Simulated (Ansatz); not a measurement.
A nudged elastic band was laid between two geometries of C$_{2}$H$_{3}$FOS (8 atoms, charge 0, multiplicity 1).

The calculation used RKS PBE-D4/def2-SVP (Ansatz).

- movable images: 7
- climbing image: yes
- spring: 5.0 eV/Å²
- optimiser: quadratic models (default)
- start path: IDPP
- force threshold: 0.05 eV/Å
- iteration limit: 60
- end points: relaxed

First end point:

```xyz
8
Properties=species:S:1:pos:R:3
O -0.850 1.514 -0.353
C -0.098 0.914 0.380
C 0.448 -0.506 0.133
F 0.014 -1.234 1.245
S -0.057 -1.195 -1.452
H 0.231 1.330 1.376
H 1.561 -0.494 0.160
H -1.157 -0.387 -1.546
```

Last end point:

```xyz
8
Properties=species:S:1:pos:R:3
O -1.186 1.284 0.789
C -0.080 0.910 0.469
C 0.289 -0.558 0.271
F -0.613 -1.383 0.876
S 0.423 -0.818 -1.540
H 0.773 1.615 0.237
H 1.318 -0.758 0.651
H -0.831 -0.349 -1.808
```

(1) Which bonds break or form, and what moves?

(2) What energy profile does the band end with?

(3) What is the geometry of the highest image?

(4) What are the harmonic wavenumbers there?

## Answers

(1) No bond is made or broken. The dihedral H6–C2–C3–F4 goes from 55 to 164°.

(2) It converged. The highest image is number 4 of 0 to 8, 0.042 eV above the first end and 0.089 eV above the last; the last end lies 0.047 eV below the first. A vibrational analysis at the climbing image gives one clearly imaginary mode, 127i cm⁻¹: a first-order saddle point.

| image | path coordinate (Å) | energy (eV) | dihedral H6–C2–C3–F4 (°) |
| --- | --- | --- | --- |
| 0 | 0.00 | 0.000 | 55 |
| 1 | 0.27 | 0.006 | 68 |
| 2 | 0.53 | 0.021 | 80 |
| 3 | 0.80 | 0.036 | 94 |
| 4 | 1.07 | 0.042 | 107 |
| 5 | 1.38 | 0.027 | 122 |
| 6 | 1.68 | -0.004 | 137 |
| 7 | 1.99 | -0.035 | 152 |
| 8 | 2.29 | -0.047 | 164 |

(3) 
```xyz
8
Properties=species:S:1:pos:R:3
O -1.158 1.325 0.026
C -0.091 0.912 0.427
C 0.378 -0.540 0.201
F -0.403 -1.349 1.014
S 0.262 -0.959 -1.556
H 0.613 1.562 1.025
H 1.443 -0.668 0.491
H -0.952 -0.342 -1.685
```

(4) 127i, 227, 265, 351, 419, 635, 695, 873, 930, 974, 1035, 1236, 1286, 1347, 1789, 2569, 2832, 3008 cm⁻¹.

Run time: 94 s on 1 thread of Intel(R) Xeon(R) Platinum 8488C (Sapphire Rapids), on a shared host, peak memory 0.15 GiB.
